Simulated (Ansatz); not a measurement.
hydrogen fluoride, singlet: energies of several shapes or isomers

Computed with Ansatz's Gaussian-basis code (development build). Basis cc-pVDZ, nonrelativistic, 1 orbital frozen in the corrections; active space CAS(8,5). Restricted Hartree–Fock, then the lowest state-specific CASSCF solution met for each case. Single-reference values can break down or jump between states where bonds are stretched. Solutions in different active orbitals can move differences by tenths of an eV and at times more than 1 eV.

Case A: bond length 0.9202 Å.

Case B: bond length 0.9938 Å.

Case C: bond length 0.8466 Å.

Energy less that of case A, in eV:

```csv
case,RHF/ROHF
B,+0.227
C,+0.108
```

(1) What does SC-NEVPT2 give for these differences?

(2) Which case is lowest, and do the methods agree?

## Answers

(1) B: +0.123 eV (2.8 kcal/mol); C: +0.226 eV (5.2 kcal/mol).

(2) A is lowest in SC-NEVPT2. Of the methods shown, RHF/ROHF agrees.
